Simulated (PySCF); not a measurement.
## Löwdin shares of the frontier orbitals

1,1-dichloro-2,2-difluoroethane, C2H2Cl2F2.
Atom-mapped SMILES: `[F:1][CH:2]([F:3])[CH:4]([Cl:5])[Cl:6]` (hydrogens: H7 on C2; H8 on C4)

Structure used (PBE0-D3(BJ)/def2-TZVP), in Å, numbered top down from 1:
```xyz
8
C2H2Cl2F2 angstrom
F     -0.898    0.956   -1.142
C     -0.605    0.497    0.084
F     -0.247    1.545    0.855
C      0.543   -0.504    0.044
Cl     1.971    0.191   -0.705
Cl    -0.002   -1.968   -0.777
H     -1.499    0.032    0.514
H      0.805   -0.778    1.064
```

Method used: PySCF, TDDFT CAM-B3LYP/aug-cc-pVTZ, vertical, gas phase, core orbitals frozen in the response. One conformer (not necessarily the lowest) at the PBE0-D3(BJ)/def2-TZVP geometry, without solvent, vibrations or thermal averaging.

Frontier orbitals with the atoms that hold most of them (Löwdin shares over 4%, at most four atoms; ? is withheld):

```tsv
orbital	ε (eV)	atoms
HOMO-3	-11.27	Cl6 42%, Cl5 29%, C4 17%, C2 5%
HOMO-2	-11.15	Cl6 47%, Cl5 34%, C4 15%
HOMO-1	-10.59	?
HOMO	-10.56	Cl5 41%, Cl6 26%, C4 19%, C2 5%
LUMO	?	?
LUMO+1	0.45	Cl6 34%, Cl5 25%, C4 20%, C2 8%
LUMO+2	0.68	H7 26%, H8 25%, C2 18%, C4 13%
```

Question: Which atoms hold the LUMO, and with what shares?

Answer: H8 (bonded to C) 42%; H7 (bonded to C) 35%; C4 (bonded to C, 2 Cl and H) 8%; C2 (bonded to C, 2 F and H) 6%. By element: hydrogen 77%, carbon 15%.

Question: Which atoms hold the HOMO-1, and with what shares?

Answer: Cl5 (bonded to C) 48%; Cl6 (bonded to C) 34%; C4 (bonded to C, 2 Cl and H) 15%. By element: chlorine 82%, carbon 15% or more.

Question: What is the LUMO energy, and the HOMO–LUMO gap?

Answer: ε(LUMO) = 0.14 eV; the gap is 10.70 eV (0.3931 hartree).

Question: How does S1 compare with the orbital gap of 10.70 eV?

Answer: S1 is at 7.09 eV (f = 0.0014), 3.60 eV below the gap, made of HOMO→LUMO+1 (70%), HOMO→LUMO+4 (11%). Its leading pair isn't HOMO and LUMO; the energies of that pair differ by 11.01 eV. Without the coupling terms of the response equations the lowest excitation would equal the gap.

Next come S2 at 7.22 eV (f 0.020), HOMO-1→LUMO+1 (67%), HOMO-1→LUMO+4 (13%); S3 at 7.43 eV (f 0.0003), HOMO-2→LUMO+1 (48%), HOMO→LUMO+3 (20%); S4 at 7.65 eV (f 0.0063), HOMO-3→LUMO+1 (38%), HOMO-1→LUMO+3 (26%), HOMO-1→LUMO+5 (8%); S5 at 8.08 eV (f 0.029), HOMO→LUMO (69%), HOMO-2→LUMO+1 (8%).

Löwdin shares depend on the basis, the more so with diffuse functions.
